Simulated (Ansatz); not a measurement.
**Al2HCl (triplet): wave-function methods side by side at a displaced geometry (v1), cc-pVDZ**

One table from this session's results is given with a row withheld; the runs are named, their logs left out.

Computed with Ansatz 0.2.0, Gaussian basis. Level: cc-pVDZ, core rule «outside noble gas», up to 15 orbitals frozen.

Plan: UHF; CCSD(T) on ROHF; CCSD(T) on UHF; BCCD(T) on ROHF; CISD; CCSDT(Q) on ROHF; CCSDT(Q) on UHF.

14 further runs of the same task are left out: 3 that didn't finish, 11 set aside as unsound or not needed.

## The geometry

The geometry is a PBE0/def2-TZVP stationary point (not a proven minimum) with its atoms shifted at random (size 0.040 Å).

4 atoms, charge 0, spin multiplicity 3.

Atoms are counted from 1 here; the program's logs count them from 0.

Bond lengths: Al1–Al2 2.542 Å, Al2–Cl3 2.114 Å, Al2–H4 1.581 Å. Angles: Al1–Al2–Cl3 117.7°, Al1–Al2–H4 123.6°, Cl3–Al2–H4 118.7°.

Coordinates:

```xyz
4
Al2ClH
Al   -0.0176   -0.4067    2.2580
Al   -0.0184    0.8053    0.0232
Cl    0.0295   -0.3710   -1.7327
H    -0.0733    2.3791   -0.1194
```

Set-up of the first run:

Input file in.yaml:

```yaml
crystal:
  periodic: [false, false, false]
  atoms:
    - {symbol: Al, position_ang: [-0.017610, -0.406703, 2.257984]}
    - {symbol: Al, position_ang: [-0.018443, 0.805280, 0.023182]}
    - {symbol: Cl, position_ang: [0.029521, -0.370978, -1.732689]}
    - {symbol: H, position_ang: [-0.073256, 2.379149, -0.119407]}
basis:
  gaussian: {orbitals: cc-pVDZ}
magnetization: {spin_polarized: true, initial_magnetization: 2}
hamiltonian: {xc: hf}
output: {orbitals: {seedname: orbitals}}
```

The run is started by

```
> ansatz run in.yaml --threads 1 --pin off --events-out ev --progress --plain --max-ram 2393MiB
```

Steps of the session up to this table: UHF; CCSD(T) on ROHF; CCSD(T) on UHF; BCCD(T) on ROHF; CISD; CCSDT(Q) on ROHF; CCSDT(Q) on UHF.

One of the session's tables, all rows but one given; the rest of the session is left out.

```
   method  from UCCSDT(Q) (kJ/mol)
     ROHF                   +710.6
      UHF                   +702.2
     RMP2                   +120.9
     UMP2                   +119.5
     CISD                    +95.1
    RCCSD                    +23.7
    UCCSD                    +23.1
 RCCSD(T)                     +5.3
 UCCSD(T)                     +5.2
  BCCD(T)                     +5.0
   RCCSDT                     +1.6
   UCCSDT                        ?
RCCSDT(Q)                     +0.1
UCCSDT(Q)                        0
```

Estimate the missing values for UCCSDT.

As computed: from UCCSDT(Q) (kJ/mol): +1.5. In the column «from UCCSDT(Q) (kJ/mol)» it lies between RCCSDT(Q) (+0.1) and RCCSDT (+1.6).

Caveats from the session: Restricted and unrestricted rows rest on different reference determinants; where their highest levels disagree by more than a few hundredths of an eV, they describe different states and don't form one ladder.
